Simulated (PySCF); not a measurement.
What binds to chloride, and how strongly

Gas-phase complexes of chloride (charge -1), each in one structure from a short search with a few starts, optimised by PBE0-D3(BJ)/def2-SVPD or PBE0-D3(BJ)/def2-TZVPD; other ways of binding may lie lower. Energies in kcal/mol, wB97M-D3(BJ)/def2-TZVPD, counterpoise-corrected (PySCF): interaction is complex less parts frozen as they stand in it, binding adds what it costs to deform them. Contacts are written partner···chloride; electrostatic, Pauli and orbital are terms of the uncorrected same energy, whose rest is dispersion or correlation.

Frequency runs check only 7 of the 9 structures; these show no clear imaginary mode.

**Question.** Order these partners of chloride by binding energy, strongest first: hydrogen cyanide, chlorotrifluoromethane, bromine monofluoride, water, GeH3F, alane, formaldehyde, chlorine monofluoride, selenium difluoride.

**Answer.** alane (-52.0), bromine monofluoride (-35.3), selenium difluoride (-30.9), chlorine monofluoride (-28.6), GeH3F (-22.8), hydrogen cyanide (-21.7), water (-14.5), formaldehyde (-11.1), chlorotrifluoromethane (-9.0).
```tsv
partner	contact	distance (Å)	binding	interaction	electrostatic	Pauli	orbital
alane	Al···Cl	2.24	-52.0	-66.1	-80.7	69.2	-53.9
bromine monofluoride	Br···Cl	2.41	-35.3	-44.6	-74.2	99.6	-69.4
selenium difluoride	Se···Cl	2.46	-30.9	-38.4	-75.2	95.4	-57.8
chlorine monofluoride	Cl···Cl	2.28	-28.6	-42.0	-69.0	107.7	-80.1
GeH3F	Ge···Cl	2.56	-22.8	-33.1	-60.7	64.9	-36.3
hydrogen cyanide	H···Cl	2.02	-21.7	-23.2	-29.6	24.3	-17.2
water	H···Cl	2.12	-14.5	-15.1	-19.9	14.2	-8.8
formaldehyde	C···Cl	2.86	-11.1	-11.3	-18.2	17.1	-9.3
chlorotrifluoromethane	Cl···Cl	2.91	-9.0	-9.6	-17.2	19.0	-10.8
```
